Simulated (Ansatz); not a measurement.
We consider hcp Hf, described by revPBE (PAW; Ansatz, a first-principles code).

Run with plane-wave cutoff 520 eV, 18×18×12 k mesh (along the axes of the cell as run), Fermi–Dirac smearing 0.05 eV, scalar-relativistic PAW data made under PBE.

Shape and atoms are relaxed at each volume.

Pressure at four volumes; x = ln(V/22.974 Å³). One pressure is withheld.

```tsv
V (Å³/atom)	x	P (GPa)
22.055	-0.0408	?
22.514	-0.0202	2.15
22.974	0.0000	-0.01
23.893	0.0392	-3.79
```

**Question.** Pass a parabola P(x) through the three rows shown, estimate the bulk modulus and its pressure derivative near zero pressure, and predict the withheld pressure.

**Answer.** Slopes between the rows: (-0.01 − (2.15))/(0.0000 − (-0.0202)) = -106.93 and (-3.79 − (-0.01))/(0.0392 − (0.0000)) = -96.43 GPa. Their difference over the span 0.0594 is c = 10.50/0.0594 = 176.8 GPa, so P(x) = 2.15 + (-106.93)(x − (-0.0202)) + 176.8 (x − (-0.0202))(x − (0.0000)). At the middle row B = −dP/dx = −[-106.93 + 176.8 × 0.0202] = 103.4 GPa, and B′ = dB/dP = 2c/B = 3.4. At x = -0.0408 the parabola gives 4.50 GPa; the run gives 4.51 GPa. The Birch–Murnaghan fit to the energies at all volumes has B0 = 103 GPa and B′ = 3.4.

Measured, for comparison: bulk modulus 110 GPa (zero-point energy and finite temperature contributions removed; as tabulated in doi:10.1021/acs.jctc.3c00612). Computed (rounded) less measured: bulk modulus -6 %.

Note: the bulk modulus comes from volumes at which shape and atoms were relaxed.

Spin–orbit coupling is not included.
